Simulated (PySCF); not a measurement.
methanol cation (CH4O), SMILES CO (connectivity only; charge and spin as stated), charge +1, multiplicity 2. Atoms are numbered in the order given.

```xyz
6

C      0.0169    -0.6366     0.0000
O      0.1259     0.7166     0.0000
H     -0.6784    -0.9921     0.8311
H      1.0020    -1.1104     0.0000
H     -0.6784    -0.9921    -0.8311
H     -0.7540     1.1813     0.0000
```
Charge +1, spin multiplicity 2.

The structure is a stationary point at PBE-D3(BJ)/def2-TZVP. The multiplicity is an assumed one; other spin states were not compared.

Level of theory: B3LYP/pcH-1 in PySCF.

Unrestricted Kohn–Sham, ⟨S²⟩ = 0.755. Hyperfine tensors hold the contact and dipolar terms, without spin-orbit corrections.

Computed hyperfine couplings:
```json
[
 {"nucleus": "13C no. 1", "A(iso) (MHz)": "-44.6", "A(iso) (G)": "-15.9", "dipolar principal values (MHz)": "-21.1, -13.2, 34.3"},
 {"nucleus": "17O no. 2", "A(iso) (MHz)": "-56.4", "A(iso) (G)": "-20.1", "dipolar principal values (MHz)": "-214.3, 105.5, 108.8"},
 {"nucleus": "1H no. 3", "A(iso) (MHz)": "397.9", "A(iso) (G)": "142.0", "dipolar principal values (MHz)": "-15.0, -10.7, 25.7"},
 {"nucleus": "1H no. 4", "A(iso) (MHz)": "-11.1", "A(iso) (G)": "-4.0", "dipolar principal values (MHz)": "-7.1, -5.8, 12.9"},
 {"nucleus": "1H no. 5", "A(iso) (MHz)": "397.9", "A(iso) (G)": "142.0", "dipolar principal values (MHz)": "-15.0, -10.7, 25.7"},
 {"nucleus": "1H no. 6", "A(iso) (MHz)": "-49.4", "A(iso) (G)": "-17.6", "dipolar principal values (MHz)": "-42.8, -18.3, 61.1"}
]
```

Q: And the g tensor (effective nuclear charges for spin-orbit coupling, GIAO)? (The exact figures need the calculation; the answer reports its results.)

A: principal values 2.0021, 2.0064, 2.0137; isotropic 2.0074.
